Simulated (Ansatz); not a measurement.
# SiNH4 (quartet): from Hartree-Fock to the top rungs at distance Si1–H5 along a hydrogen transfer = 2.070 Å, cc-pVDZ

The task here is to estimate one member of a computed series from the others.

Computed with Ansatz 0.2.0, Gaussian basis. Level: cc-pVDZ, core rule «outside noble gas», up to 6 orbitals frozen.

To be run: UHF; CCSD(T) on ROHF; CCSD(T) on UHF; BCCD(T) on ROHF; CISD; CCSDT(Q) on ROHF; CCSDT(Q) on UHF; CASSCF and MRCISD+Q, 5 electrons in 5 orbitals; CASSCF and NEVPT2, 5 electrons in 5 orbitals.

11 further runs of the same task are left out: 1 for a mislabelled method, 8 that didn't finish, 2 set aside as unsound or not needed.

## The geometry

The geometry derives from fragments relaxed apart (PBE0/def2-TZVP) and kept rigid, so it is no stationary point. A hydrogen atom is moved between rigid fragments.

6 atoms, charge 0, spin multiplicity 4.

Atoms are counted from 1 here; the program's logs count them from 0.

Bond lengths: Si1–H2 1.485 Å, Si1–H3 1.485 Å, Si1–H4 1.485 Å, H5–N6 1.137 Å. Angles: H2–Si1–H3 109.5°, H2–Si1–H4 109.5°, H3–Si1–H4 109.5°.

Set-up of the first run:

in.yaml reads:

```yaml
crystal:
  periodic: [false, false, false]
  atoms:
    - {symbol: Si, position_ang: [-0.986679, 0.000000, 0.000000]}
    - {symbol: H, position_ang: [-1.481550, 1.399708, 0.000000]}
    - {symbol: H, position_ang: [-1.481550, -0.699854, 1.212183]}
    - {symbol: H, position_ang: [-1.481550, -0.699854, -1.212183]}
    - {symbol: H, position_ang: [1.083321, 0.000000, 0.000000]}
    - {symbol: N, position_ang: [2.220321, 0.000000, 0.000000]}
basis:
  gaussian: {orbitals: cc-pVDZ}
magnetization: {spin_polarized: true, initial_magnetization: 3}
hamiltonian: {xc: hf}
output: {orbitals: {seedname: orbitals}}
```

Launch:

```console
ansatz run in.yaml --threads 1 --pin off --events-out ev --progress --plain --max-ram 2393MiB
```

Steps of the session up to this table: UHF; CCSD(T) on ROHF; CCSD(T) on UHF; BCCD(T) on ROHF; CISD; CCSDT(Q) on ROHF; CCSDT(Q) on UHF; CASSCF and MRCISD+Q, 5 electrons in 5 orbitals; CASSCF and NEVPT2, 5 electrons in 5 orbitals.

One of the session's tables, all rows but one given; the rest of the session is left out.

| method | from UCCSDT(Q) (kJ/mol) |
| --- | --- |
| ROHF | ? |
| UHF | +677.8 |
| RMP2 | +139.9 |
| UMP2 | +140.2 |
| CISD | +71.3 |
| RCCSD | +16.3 |
| UCCSD | +15.7 |
| RCCSD(T) | +3.5 |
| UCCSD(T) | +3.4 |
| BCCD(T) | +3.5 |
| RCCSDT | +0.8 |
| UCCSDT | +0.6 |
| RCCSDT(Q) | +0.2 |
| UCCSDT(Q) | 0 |
| CASSCF pair | +634.8 |
| NEVPT2 pair | +131.8 |

**Question.** Estimate the row for ROHF.

**Answer.** from UCCSDT(Q) (kJ/mol): +710.4. In the column «from UCCSDT(Q) (kJ/mol)» it is the highest.

Among the levels timed on like hardware and quicker than the yardstick, those that no quicker one beats, quickest first: NEVPT2 pair (0.81 s, +131.8 kJ/mol); BCCD(T) (1.6 s, +3.5 kJ/mol); UCCSD(T) (3.8 s, +3.4 kJ/mol).

Not comparable, so not listed: CASSCF and MRCISD+Q, 5 electrons in 5 orbitals (they don't share determinant, frozen orbitals or solution with the rows shown, or repeat one).

Limits of these values: Restricted and unrestricted rows rest on different reference determinants; where their highest levels disagree by more than a few hundredths of an eV, they describe different states and don't form one ladder. Warnings in the runs' records: passed over end.
